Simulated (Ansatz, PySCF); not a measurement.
methanol (CH4O), SMILES CO. Atoms are numbered in the order given.

```xyz
6

C     -0.0210    -0.6585     0.0000
O      0.1232     0.7529     0.0000
H     -0.5471    -1.0188     0.8926
H      0.9848    -1.0804     0.0000
H     -0.5471    -1.0188    -0.8926
H     -0.7523     1.1475     0.0000
```
Charge 0, spin multiplicity 1.

Geometry: ωB97X-D3(BJ)/def2-TZVP.

Two levels are set side by side: PBE-D3(BJ)/def2-TZVP (Ansatz, a program for electronic structure) and ωB97X-D3(BJ)/def2-TZVP (PySCF). Each level has its own optimised geometry; the coordinates shown are those of the second. Frequencies come from the Hessian of PySCF at each geometry. Differences are taken from unrounded values.

```
quantity                            ωB97X-D3(BJ)
----------------------------------  ------------
mean bond length (Å)                       1.133
bond C1–O2 (Å)                             1.419
bond C1–H3 (Å)                             1.097
bond C1–H4 (Å)                             1.091
bond C1–H5 (Å)                             1.097
bond O2–H6 (Å)                             0.960
highest harmonic wavenumber (cm⁻¹)          3881
mean harmonic wavenumber (cm⁻¹)             1888
zero-point energy (kcal/mol)               32.40
```

**Question.** What does PBE-D3(BJ) give, and how far is it from ωB97X-D3(BJ)? (Estimate from the structure and the level; the computed values follow.)

**Answer.** 
```csv
quantity,PBE-D3(BJ),PBE-D3(BJ) minus ωB97X-D3(BJ)
mean bond length (Å),1.141,0.008
bond C1–O2 (Å),1.426,0.007
bond C1–H3 (Å),1.105,0.008
bond C1–H4 (Å),1.098,0.007
bond C1–H5 (Å),1.105,0.008
bond O2–H6 (Å),0.971,0.011
highest harmonic wavenumber (cm⁻¹),3710,-171
mean harmonic wavenumber (cm⁻¹),1816,-73
zero-point energy (kcal/mol),31.15,-1.24
```

GGA bonds tend to be longer and softer than those of functionals with exact exchange. Differences between two approximate levels are no errors against the true value.
